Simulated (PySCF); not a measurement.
Silicon: a sound run and one with changed settings

Sound run: Si [Ne] 3s2 3p2, Si⁺ [Ne] 3s2 3p1. Computed with PySCF 2.14 in 6-31G*, with no relativity, point nucleus. In the sound run the correlated levels freeze [Ne]. The sound run starts from symmetry-adapted Hartree-Fock orbitals and uses a fine grid where one is needed.

A second run was set up differently.

```tsv
species	method	sound run (hartree)	changed run (hartree)	converged
Si	UHF	-288.83101	-285.46622	yes
Si	PBE	-289.20001	-285.77128	yes
Si	M06-2X	-289.32361	-285.95733	yes
Si	MP2	-288.87085	-285.47352	yes
Si	CCSD(T)	-288.88797	-285.47963	yes
Si⁺	UHF	-288.55052	-285.32969	yes
Si⁺	PBE	-288.89899	-285.60658	yes
Si⁺	M06-2X	-289.03037	-285.79769	yes
Si⁺	MP2	-288.58462	-285.34477	yes
Si⁺	CCSD(T)	-288.60217	-285.35653	yes
```

Ionisation energy of Si:

| method | sound run (eV) | changed run (eV) |
| --- | --- | --- |
| UHF | 7.633 | 3.715 |
| PBE | 8.191 | 4.482 |
| M06-2X | 7.979 | 4.344 |
| MP2 | 7.789 | 3.503 |
| SCS-MP2 | 7.727 | 3.461 |
| CCSD | 7.770 | 3.350 |
| CCSD(T) | 7.777 | 3.350 |

**Question.** What was changed?
A. minimal basis
B. too few SCF iterations
C. level shift left on
D. radial grid too coarse

**Answer.** A. It used basis STO-3G. A minimal basis cannot let orbitals breathe on ionisation and holds almost no correlation.
